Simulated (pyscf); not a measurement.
F–Sn:–F [singlet] + hydrogen chloride (HCl) → F–SnH(F)–Cl (insertion; singlet surface; Cl–H broken, Cl–Sn, H–Sn formed). Optimised with ωB97X-D3(BJ)/def2-SVP in PySCF. Correlated levels are frozen-core, on RHF or UHF. ΔMP2 is the change of the MP2 total energy from the triple- to the quadruple-zeta basis. Energies in eV from the separated reactants.

```
level                             barrier  reaction energy
--------------------------------  -------  ---------------
ωB97X-D3(BJ)/def2-TZVP               1.65            -0.52
M06-2X/def2-TZVP                     1.60            -0.48
HF/def2-TZVP                         2.38            -0.40
MP2/def2-QZVPP                       1.74            -0.22
CCSD/def2-TZVPP                      1.94            -0.26
CCSD(T)/def2-TZVPP                   1.76            -0.28
CCSD(T)/def2-TZVPP + ΔMP2(QZVPP)     1.73            -0.28
```

On the reactant side the descent ends in a complex (not fully relaxed), 0.25 eV under the separated species and 1.90 eV under the saddle at ωB97X-D3(BJ)/def2-TZVP. One saddle was located; it need not be the lowest between these sides. The CCSD(T) − MP2 part came from Ansatz, without density fitting, on the same reference. The frozen core leaves the outer d or s,p core shells of the metals and heavy elements correlated in the MP2 and CC values, and def2-TZVPP describes them poorly, which can shift differences by a few kcal/mol. Elements past Kr carry the def2 core potentials, without spin-orbit coupling.
